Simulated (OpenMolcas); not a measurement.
**OpenMolcas input wanted**

[P4]+ has 4 atoms, charge +1, and is taken as a doublet. As SMILES of the parent species, `P12P3P1P23`. The coordinates come from a PBE0-D4/def2-TZVP relaxation. That shape belongs to the parent species and isn't relaxed for this state.

```
atom    x (Å)    y (Å)    z (Å)
   P  -0.7248  -0.1000   1.1194
   P   1.2949   0.1098   0.3157
   P  -0.1850  -1.0917  -0.7498
   P  -0.3851   1.0819  -0.6852
```

Settings wanted:

```
method                 : DFT
reference              : UKS
relativity             : sfX2C
integral approximation : RICD
symmetry               : none
basis set              : ANO-R2
task                   : gradient
functional             : B3LYP
dispersion             : none
nucleus                : finite
```

Give an OpenMolcas 26.06 job that does this.

One that was run (others would do as well):

job.inp:
```
&GATEWAY
 COORD
 4
 bohr
 P     -1.36967350    -0.18897261     2.11535942
 P      2.44700636     0.20749193     0.59658654
 P     -0.34959933    -2.06301401    -1.41691665
 P     -0.72773353     2.04449469    -1.29484034
 BASIS
 ANO-R2
 GROUP
 NoSym
 RICD
 RX2C

&SEWARD
 EXPERT

&SCF
 UHF
 CHARGE
 1
 SPIN
 2
 KSDFT
 B3LYP
 PRORBITALS
 0

&ALASKA
```

```bash
$ export MOLCAS_MEM=1860
$ pymolcas job.inp > job.log
```

Calculated total energy: -1368.54494 Eh, largest force 2.315 eV/Å. The shape is far from stationary at this level.
